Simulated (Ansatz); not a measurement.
Two isomers of C3H4F2: A = `C=C(F)CF`, B = `F/C=C\CF`.

Isolated molecules relaxed with PBE0-D4/def2-TZVP in Ansatz; ΔE leaves out vibrations. CCSD(T)/CBS adds triple-zeta CCSD(T) − MP2 to the extrapolated MP2 energy (def2 sets, frozen cores). DFT in def2-TZVPP. Each species was taken in one conformer, which may not be the lowest.

A:

Z-matrix (Å, degrees):
```
C
F 1 1.370
C 1 1.490 2 110.9
H 1 1.096 2 108.9 3 -121.0
H 1 1.096 2 108.9 3 121.0
F 3 1.343 1 109.9 2 -180.0
C 3 1.316 1 128.2 2 0.0
H 7 1.080 3 119.3 1 0.0
H 7 1.081 3 120.9 1 -180.0
```

B:

Z-matrix (Å, degrees):
```
C
F 1 1.387
C 1 1.485 2 109.9
H 1 1.095 2 107.0 3 120.6
H 1 1.091 2 108.2 3 -121.9
C 3 1.320 1 124.9 2 -124.7
H 3 1.084 1 117.9 2 55.4
F 6 1.336 3 122.6 1 -0.1
H 6 1.084 3 125.2 1 -179.6
```

(1) Which is lower in electronic energy at CCSD(T)/CBS, and by how much? (Estimate.)

(2) Give E(B) − E(A) in kJ/mol with CCSD/def2-TZVPP, CCSD(T)/def2-TZVPP, r2SCAN-D4, HF/def2-TZVPP, LDA (SPW92), PBE0-D4, B2PLYP. (Estimate.)

(3) Does the order hold for the free energy at 298.15 K (harmonic terms from PBE0-D4)? (Best estimate.)

Largest T1 diagnostic: 0.012.

## Answers

(1) Ansatz gave: A, by 7.2 kJ/mol.

(2) Ansatz gave: CCSD/def2-TZVPP 7.8, CCSD(T)/def2-TZVPP 7.5, r2SCAN-D4 9.4, HF/def2-TZVPP 8.8, LDA (SPW92) 9.8, PBE0-D4 7.7, B2PLYP 6.8. None reverses the order clearly.

(3) Ansatz gave: Yes: G(B) − G(A) = +7.5 kJ/mol, for one conformer each.

From BLYP to BHLYP (50 % exact exchange), in def2-TZVPP and without D4, E(B) − E(A) moves by +3.5 kJ/mol. Leaving LDA and LC-ωPBE aside and taking each functional with its dispersion term where it has one, the values, not all of them listed here, spread over 4.5 kJ/mol, from BLYP-D4 to B97M-V. LDA lies +3.9 kJ/mol from PBE without D4.
